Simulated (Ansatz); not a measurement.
System: hcp Hf. Method: PBE (Ansatz, a program for electronic structure, plane waves, PAW).

Run with plane-wave cutoff 520 eV, 24×24×14 k mesh (along the axes of the cell as run), Fermi–Dirac smearing 0.037 eV (set by the program), scalar-relativistic PAW data made under PBE.

Computed at the level's own relaxed cell.

**Question.** Give the computed Young modulus, Voigt–Reuss–Hill bulk modulus, elastic constant C66, elastic constant C11, elastic constant C12, elastic constant C13, elastic constant C33 and elastic constant C44.

**Answer.** 
* **Young modulus**: 143 GPa
* **Voigt–Reuss–Hill bulk modulus**: 107 GPa
* **elastic constant C66**: 55.4 GPa
* **elastic constant C11**: 180 GPa
* **elastic constant C12**: 69.5 GPa
* **elastic constant C13**: 66.8 GPa
* **elastic constant C33**: 197 GPa
* **elastic constant C44**: 53.8 GPa

Elastic constants are with the ions relaxed.

Spin–orbit coupling is not included.

Computing time: about 60 core-minutes (a rough figure).
